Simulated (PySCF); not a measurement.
# NaO⁻: energy against distance

Set-up: Na aug-cc-pVDZ, O aug-cc-pVDZ; no relativity (PySCF 2.14). Energies in eV from Na + O⁻ in their ground configurations at the same level. State: ³Π (triplet), unpaired electrons σ ↑, π ↑.

```tsv
R (Å)	r²SCAN	r²SCANh
1.851	-1.487	-1.500
1.937	-1.718	-1.727
2.023	-1.840	-1.846
2.087	-1.882	-1.886
2.152	-1.893	-1.895
2.217	-1.882	-1.882
2.303	-1.844	-1.841
2.410	-1.771	-1.764
2.539	-1.665	-1.654
2.712	-1.514	-1.498
```

**Question.** Put a parabola through the three lowest points of the r²SCAN curve and estimate Re, k and ωe (reduced mass 9.432 u; 1 eV/Å² = 0.16022 mdyn/Å; ωe = 1302.8·√(k/μ) cm⁻¹).

**Answer.** Through R = 2.087, 2.152, 2.217 Å the second-order coefficient is 2.60 eV/Å², so Re ≈ 2.152 Å, k ≈ 0.834 mdyn/Å and ωe ≈ 387 cm⁻¹. A polynomial fit of higher order to the unrounded r²SCAN energies gives Re = 2.150 Å, k = 0.862 mdyn/Å, ωe = 394 cm⁻¹; anharmonicity and rounding make the difference.

The higher-order fit for each curve: r²SCAN: Re = 2.150 Å, ωe = 394 cm⁻¹, De = 1.89 eV; r²SCANh: Re = 2.143 Å, ωe = 400 cm⁻¹, De = 1.90 eV.

For an ion De counts to the pair picked by the measured ionisation energies or electron affinities, which need not be the lowest pair at this level. The highest Kohn–Sham level is positive in this anion. Much of that is self-interaction error, but it also means that the finite basis helps to hold the extra electron. The state was picked by a PBE0 search and need not be the measured ground state.
